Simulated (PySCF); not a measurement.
Identify the unknown among the candidates.

All candidates are C6H12.

* Dipole: 0.27 D [CAM-B3LYP/def2-SVPD]
* Rotational structure: rotational constants A, B, C: 6.455, 1.884, 1.627 GHz [PBE0-D3(BJ)/def2-SVP]
* Valence photoelectron: vertical ionisation energy: 8.67 eV [ΔSCF CAM-B3LYP/def2-SVPD]
* 13C NMR: chemical shifts (computed TMS as zero) by class: 129.6 (1 C), 126.5 (1 C), 28.5 (1 C), 26.7 (1 C), 18.0 (1 C), 17.0 (1 C) ppm [GIAO KT2/pcSseg-1]
* Polarisability: 77.3 au [CAM-B3LYP/def2-SVPD]
* XPS: C1s 289.6, C1s 290.1, C1s 290.4, C1s 290.4, C1s 290.5, C1s 290.5 eV [ΔSCF SCAN, pcX-2 on the ionised atom, pcseg-1 elsewhere, spin-free X2C]

Electronic properties: PySCF, gas phase, density fitting. Levels stand in brackets. Isolated species at its PBE0-D3(BJ)/def2-SVP geometry (one conformer only). NMR values are class means; diastereotopic atoms form classes of their own.

Question: Which candidate is it?
A. `CCC=C(C)C` (2-methyl-2-pentene)
B. `CC/C=C\CC` (cis-3-hexene)
C. `C=CCCCC` (1-hexene)

Answer: A. It is `CCC=C(C)C`. Numbering: `[CH3:1][CH2:2][CH:3]=[C:4]([CH3:5])[CH3:6]`. Its formula, C6H12, gives 1 degree of unsaturation: 0 rings and 1 π bond in the structure found. 6 carbons fall into 6 classes; from least to most shielded: fully substituted alkene carbon [C4] (129.6 ppm), alkene CH carbon [C3] (126.5 ppm), allylic carbon [C5] (28.5 ppm), allylic carbon [C2] (26.7 ppm), allylic carbon [C6] (18.0 ppm), methyl carbon [C1] (17.0 ppm). The core levels belong to: C1s 289.6 eV, alkene CH carbon [C3]; C1s 290.1 eV, fully substituted alkene carbon [C4]; C1s 290.4 eV, methyl carbon [C1]; C1s 290.4 eV, allylic carbon [C2]; C1s 290.5 eV, allylic carbon [C5]; C1s 290.5 eV, allylic carbon [C6]. The first electron is taken from the HOMO, whose largest Löwdin shares are 0.33 on the alkene CH carbon, 0.32 on the fully substituted alkene carbon and 0.06 on each of 2 atoms of one kind (allylic carbon). The optimised geometry has point group C1 and is an asymmetric top.

The others, at the same levels:
- `C=CCCCC` fails: its computed core binding energies are C1s 290.0, C1s 290.4, C1s 290.4, C1s 290.5, C1s 290.5, C1s 290.6 eV, rotational constant A is 13.419 GHz (against 6.455 GHz) and smallest rotational constant is 1.229 GHz (against 1.627 GHz).
- `CC/C=C\CC` fails: its computed core binding energies are C1s 289.9 (×2), C1s 290.5 (×2), C1s 290.5 (×2) eV, rotational constant A is 8.213 GHz (against 6.455 GHz) and smallest rotational constant is 1.473 GHz (against 1.627 GHz).

Each candidate is one conformer, not necessarily the lowest. Dipoles, sizes and rotational constants follow the conformer. The torsions of the flexible species, by atom-mapped SMILES:
- `[CH3:1][CH2:2][CH:3]=[C:4]([CH3:5])[CH3:6]`: C1–C2–C3–C4 -113°
- `[CH2:1]=[CH:2][CH2:3][CH2:4][CH2:5][CH3:6]`: C1–C2–C3–C4 -118°, C2–C3–C4–C5 -179°, C3–C4–C5–C6 180°
- `[CH3:1][CH2:2]/[CH:3]=[CH:4]\[CH2:5][CH3:6]`: C1–C2–C3–C4 113°, C3–C4–C5–C6 113°
